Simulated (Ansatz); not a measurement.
Geometry optimisation, RKS PBE0/def2-SVPD in Ansatz 0.2.0.

Input file:

```yaml
crystal:
  periodic: [false, false, false]
  atoms:
    - { symbol: Si, position_ang: [-0.784115, 0.841923, 0.476586] }
    - { symbol: Si, position_ang: [0.020142, -1.250545, 0.189771] }
    - { symbol: H, position_ang: [-1.304039, 1.430684, -0.792148] }
    - { symbol: H, position_ang: [-1.871427, 0.873607, 1.49561] }
    - { symbol: Cl, position_ang: [0.704588, 2.140983, 1.172699] }
    - { symbol: H, position_ang: [1.431236, 0.261839, -1.584028] }
    - { symbol: H, position_ang: [1.23451, 0.896042, -1.354477] }
    - { symbol: H, position_ang: [1.455346, -1.308228, 0.587304] }
    - { symbol: H, position_ang: [-0.758513, -2.204115, 1.040493] }
    - { symbol: H, position_ang: [-0.127628, -1.682191, -1.231808] }
basis:
  gaussian: { orbitals: def2-SVPD }
hamiltonian:
  xc: pbe0
relax:
  f_tol: 0.03
  max_steps: 50
output:
  orbitals: {}
```

Command:

```bash
$ ansatz run input.yaml --threads 4 --pin off --max-ram 5120MiB --backend cpu --events-out ev --progress --plain --runs-dir out
```

Where does it end, and by what steps?

The forces met the threshold. The force dipped under the threshold on the way, but the program's further checks kept it going. After 23 steps the energy has fallen by 0.229 eV; H10 moved furthest, 1.20 Å.

```
step  energy less start (eV)  largest force component (eV/Å)  accepted
   0                  0.0000                           2.240       yes
   1                 -0.1687                           0.211       yes
   2                 -0.1898                           0.128       yes
   3                 -0.1698                           0.412        no
   4                 -0.1925                           0.130       yes
   5                 -0.1948                           0.052       yes
   6                 -0.1954                           0.048       yes
   7                 -0.1955                           0.184       yes
   8                 -0.1976                           0.007       yes
   9                 -0.1870                           0.627        no
  10                 -0.1978                           0.031       yes
  11                 -0.1980                           0.074       yes
  12                 -0.1983                           0.109       yes
  13                 -0.1987                           0.213       yes
  14                 -0.1998                           0.156       yes
  15                 -0.2039                           0.018       yes
  16                 -0.2068                           0.190       yes
  17                 -0.2113                           0.119       yes
  18                 -0.2194                           0.074       yes
  19                 -0.2209                           0.242       yes
  20                 -0.2251                           0.117       yes
  21                 -0.2273                           0.012       yes
  22                 -0.2287                           0.071       yes
  23                 -0.2295                           0.028       yes
```

```xyz
10
Properties=species:S:1:pos:R:3
Si -0.930 0.791 0.505
Si -0.143 -1.415 0.354
H -0.921 1.490 -0.812
H -2.299 0.866 1.092
Cl 0.348 1.853 1.781
H 1.844 0.858 -2.259
H 2.056 1.217 -1.623
H 1.265 -1.427 -0.143
H -0.206 -2.055 1.702
H -1.013 -2.178 -0.596
```

Whether the end is a true minimum wasn't checked by a vibrational analysis.

Run time: 72 s on 4 threads of Arm Neoverse N1 (shared host), peak memory 0.32 GiB.
